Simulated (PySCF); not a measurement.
# AlH, triplet: reading a ladder of total energies

Geometry: that of the AlH⁻, doublet, kept fixed. The singlet lies 1.9 eV lower here.

```csv
atom,x (Å),y (Å),z (Å)
Al,0.0000,0.0000,0.0000
H,0.0000,0.0000,1.7061
```

Basis aug-cc-pVDZ; PySCF 2.14.0. Only valence electrons are correlated (noble-gas cores frozen), which leaves 4 electrons in 31 orbitals. R marks a restricted (for open shells ROHF) determinant, U an unrestricted one.

Full CI is exact within this basis and frozen core; it isn't the basis-set limit. The frozen core follows each run's orbitals, which can shift R against U totals by a few meV.

UCCSD has a T1 diagnostic of 0.030 and a largest doubles amplitude of 0.04.

Restricted and unrestricted runs freeze slightly different cores, so the step to full CI, which has another core, is uncertain by up to 0.1 kcal/mol.

```tsv
level	total energy (hartree)
UHF	-242.409059
UMP2	-242.445304
UCCSD	-242.461128
UCCSD(T)	-242.462340
UCCSDT	-242.462952
full CI	-242.462960
```

Q: What is the correlation energy at full CI, and what share of it do UMP2 and UCCSD(T) recover?

A: E(corr) = -242.462960 − (-242.409059) = -0.053901 hartree = -1.467 eV. UMP2: -0.036245 / -0.053901 = 67.24 %. UCCSD(T): -0.053281 / -0.053901 = 98.85 %.

Q: By how many kcal/mol does UCCSD(T) miss full CI (1 hartree = 627.509 kcal/mol), and which steps make up the rest?

A: -242.462340 − (-242.462960) = 0.000620 hartree = 0.39 kcal/mol. Steps: UCCSDT − UCCSD(T) = -0.38, full CI − UCCSDT = -0.01 kcal/mol. That is within 1 kcal/mol of the reference in this basis, which itself misses far more of the correlation at the basis-set limit.
